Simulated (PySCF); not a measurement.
# BH2 (boron dihydride) at UMP2/def2-SVP

What is the vertical ionisation energy of BH2 (boron dihydride) at UMP2/def2-SVP? The job is set up through a Python script.

The calculation is run with PySCF 2.14.0.

### Step 1. The system as given

The species is BH2 (3 atoms), meant as a doublet with charge 0. As SMILES, `[BH2]`. Geometry: relaxed at GFN2-xTB.

Bond lengths: B1–H2 1.159 Å, B1–H3 1.159 Å. Angles: H2–B1–H3 128.4°.

### Step 2. The energy at UMP2/def2-SVP

geometry.xyz reads:

```xyz
3

B      0.262840    -0.166230     0.128640
H      0.280020     0.985320     0.260980
H     -0.542860    -0.819090    -0.389630
```

run.py reads:

```python
from pyscf import gto, scf, mp

mol = gto.M(
    atom='geometry.xyz',
    max_memory=1860,
    verbose=4,
    basis='def2-svp',
    spin=1,
)

mf = scf.UHF(mol)
mf.conv_tol = 1e-10
mf.kernel()
if not mf.converged:
    mf = mf.newton().run(mf.mo_coeff, mf.mo_occ)

pt = mp.MP2(mf, frozen=1).run()
e_tot = pt.e_tot
print('E(%s) = %.9f' % ('MP2', e_tot))
```

The run is started by

```
$ OMP_NUM_THREADS=1 python run.py
```

The program printed:

```text
PySCF version 2.14.0

[INPUT] num. atoms = 3
[INPUT] num. electrons = 7
[INPUT] charge = 0
[INPUT] spin (= nelec alpha-beta = 2S) = 1
[INPUT] symmetry False subgroup None
[INPUT] Mole.unit = angstrom
[INPUT] Symbol           X                Y                Z      unit          X                Y                Z       unit  Magmom
[INPUT]  1 B      0.262840000000  -0.166230000000   0.128640000000 AA    0.496695614581  -0.314129173686   0.243094368664 Bohr   0.0
[INPUT]  2 H      0.280020000000   0.985320000000   0.260980000000 AA    0.529161109401   1.861984945056   0.493180723989 Bohr   0.0
[INPUT]  3 H     -0.542860000000  -0.819090000000  -0.389630000000 AA   -1.025856723981  -1.547855771370  -0.736293989914 Bohr   0.0

nuclear repulsion = 4.81824384906663
number of shells = 12
number of NR pGTOs = 38
number of NR cGTOs = 24
basis = def2-svp
ecp = {}

******** <class 'pyscf.scf.uhf.UHF'> ********
method = UHF
initial guess = minao
damping factor = 0
level_shift factor = 0
DIIS = <class 'pyscf.scf.diis.CDIIS'>
diis_start_cycle = 1
diis_space = 8
diis_damp = 0
SCF conv_tol = 1e-10
SCF conv_tol_grad = None
SCF max_cycles = 50
direct_scf = True
direct_scf_tol = 1e-13
number electrons alpha = 4  beta = 3
Set gradient conv threshold to 1e-05
init E= -25.5102222644867
[... the frontier-level lines of each cycle are left out ...]

cycle= 1 E= -25.699729935817  delta_E= -0.19  |g|= 0.151  |ddm|= 1.08
cycle= 2 E= -25.7258947633521  delta_E= -0.0262  |g|= 0.0467  |ddm|= 0.253
cycle= 3 E= -25.7292383365122  delta_E= -0.00334  |g|= 0.0162  |ddm|= 0.0973
cycle= 4 E= -25.7297737326653  delta_E= -0.000535  |g|= 0.00604  |ddm|= 0.0442
cycle= 5 E= -25.7298545579012  delta_E= -8.08e-05  |g|= 0.00152  |ddm|= 0.0212
cycle= 6 E= -25.7298591856052  delta_E= -4.63e-06  |g|= 0.000392  |ddm|= 0.00583
cycle= 7 E= -25.7298594825985  delta_E= -2.97e-07  |g|= 0.000108  |ddm|= 0.00123
cycle= 8 E= -25.7298595071976  delta_E= -2.46e-08  |g|= 2.93e-05  |ddm|= 0.000423
cycle= 9 E= -25.7298595091379  delta_E= -1.94e-09  |g|= 5.39e-06  |ddm|= 0.000125
cycle= 10 E= -25.729859509195  delta_E= -5.71e-11  |g|= 7.61e-07  |ddm|= 1.95e-05
Extra cycle  E= -25.7298595091958  delta_E= -8.03e-13  |g|= 3.26e-07  |ddm|= 1.6e-06
converged SCF energy = -25.7298595091958  <S^2> = 0.75266956  2S+1 = 2.0026678

******** <class 'pyscf.mp.ump2.UMP2'> ********
nocc = (np.int64(3), np.int64(2)), nmo = (23, 23)
frozen orbitals 1
E(UMP2) = -25.7960719478166  E_corr = -0.0662124386208114
E(SCS-UMP2) = -25.8028604304574  E_corr = -0.0730009212616364
E_corr(same-spin) = -0.00744692894231216
E_corr(oppo-spin) = -0.0587655096784992
E(MP2) = -25.796071948
```

It took 0.6 s on 1 thread of Arm Neoverse V2, shared host; peak memory 0.11 GiB.

### Step 3. The singlet cation at the same level

input.py reads:

```python
from pyscf import gto, scf, mp

mol = gto.M(
    atom='B 0.262840 -0.166230 0.128640; H 0.280020 0.985320 0.260980; H -0.542860 -0.819090 -0.389630',
    charge=1,
    max_memory=1860,
    basis='def2-svp',
    verbose=3,
    spin=0,
)

mf = scf.RHF(mol)
mf.conv_tol = 1e-10
mf.kernel()
if not mf.converged:
    mf = mf.newton().run(mf.mo_coeff, mf.mo_occ)

pt = mp.MP2(mf, frozen=1).run()
energy = pt.e_tot
print('E = %.10f Eh' % energy)
```

The run is started by

```
$ OMP_NUM_THREADS=1 python input.py
```

The program printed:

```text
converged SCF energy = -25.4116463548413
E(RMP2) = -25.469020754708  E_corr = -0.0573743998667209
E(SCS-RMP2) = -25.4782224766012  E_corr = -0.0665761217599636
E = -25.4690207547 Eh
```

Wall time 0.58 s (1 thread of Arm Neoverse V2, shared host); peak memory 0.11 GiB.

### Step 4. What came out

At UMP2/def2-SVP, 1 core orbital frozen:

| quantity | value |
| --- | --- |
| doublet BH2: total energy | -25.79607 Eh |
| doublet BH2: dipole moment (Hartree–Fock density) | 0.43 D |
| doublet BH2: HOMO energy (Hartree–Fock orbitals) (highest over α and β) | -9.47 eV |
| doublet BH2: LUMO energy (Hartree–Fock orbitals) (lowest over α and β) | 1.48 eV |
| doublet BH2: correlation energy (1 core orbital frozen) | -66.2 mEh |
| doublet BH2: ⟨S²⟩ of the reference determinant | 0.753 |
| singlet cation: total energy | -25.46902 Eh |
| singlet cation: HOMO energy (Hartree–Fock orbitals) | -23.76 eV |
| singlet cation: LUMO energy (Hartree–Fock orbitals) | -7.89 eV |
| singlet cation: HOMO–LUMO gap (Hartree–Fock orbitals) | 15.87 eV |
| singlet cation: correlation energy (1 core orbital frozen) | -57.4 mEh |
| vertical ionisation energy (to the singlet cation) | 8.900 eV |

What this shows: The vertical ionisation energy comes to 8.90 eV (859 kJ/mol). Only the singlet of the ionised species was computed; a triplet could lie lower. Mulliken charges (singlet cation) of the mean-field density run from +0.13 on H2 to +0.75 on B1.
